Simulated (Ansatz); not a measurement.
Saddle point of CH10Si2, singlet (CH₆Si ([CH3][SiH3]) + SiH₄ → Si₂H₆ ([SiH3][SiH3]) + CH₄; bonds formed: Si1–Si7, C2–H6; bonds broken: Si1–C2, H6–Si7), PBE0-D4/def2-TZVP structure:

```
13
angstrom
Si -0.6354 0.6663 0.7500
C 0.6210 -1.0618 1.1678
H -2.0068 0.3966 0.2478
H -0.8180 0.6374 2.2537
H -0.0061 1.9959 0.5324
H 0.3372 -0.4462 0.0095
Si 0.0168 0.3718 -1.8386
H 1.2222 -1.7272 0.5364
H 1.2724 -0.5591 1.8816
H -0.1586 -1.6405 1.6613
H -0.3547 -0.8492 -2.6236
H 1.3998 0.7483 -2.2754
H -0.8896 1.4678 -2.3027
```

Energies are electronic, without zero-point energy. Barriers and step energies count from the start structure reached by relaxing down the imaginary mode; all methods use the PBE0-D4 structures, on which another method's saddle can fall below an end. Ansatz 0.2.0; basis: def2-TZVPP, with def2-QZVPP for the basis limit; cores frozen in the correlated methods. B3LYP uses VWN-RPA correlation. Extrapolation: Hartree–Fock as exp(−7.88 √X), correlation as X^−2.97.

```csv
method,barrier (eV),step energy (eV)
SPW92,2.700,-0.152
PBE-D4,2.966,-0.204
BLYP-D4,3.292,-0.118
r2SCAN-D4,?,-0.138
B97M-V,3.323,-0.149
PBE0-D4,3.214,-0.170
B3LYP-D4,3.474,-0.100
r2SCAN0-D4,3.379,-0.117
BHLYP-D4,?,-0.064
CAM-B3LYP-D4,3.645,-0.059
wB97X-V,?,-0.088
wB97M-V,3.546,-0.028
B2PLYP,3.607,-0.072
PBE-QIDH,3.474,-0.100
RPA on PBE,3.601,-0.056
HF,4.483,-0.012
MP2,3.588,-0.023
CCSD,3.748,-0.067
CCSD(T),3.602,-0.076
```

Q: Fill in the withheld barriers. (Judge from chemistry; the value comes from the calculation.)

A: The calculation gives: BHLYP-D4 3.774; wB97X-V 3.602; r2SCAN-D4 3.217 eV. Each is the energy of the saddle less that of the start structure, by the same method.

For comparison, the barrier by CCSD(T) at an estimated basis limit (MP2 extrapolated from triple and quadruple zeta, plus CCSD(T) − MP2 in triple zeta) is 3.558 eV.

T1 diagnostic: at most 0.012.

Labels in which every atom is bracketed show which atoms are joined, not bond orders.

For scale, one of the runs: CCSD(T)/def2-TZVPP, 255 basis functions, launched by `ansatz run in.yaml --threads 4 --pin off --events-out ev --progress --plain --max-ram 9574MiB`. The run took 63 s on 4 CPU threads of an Arm Neoverse V2 (shared host), with 5.3 GiB of host memory at its peak.
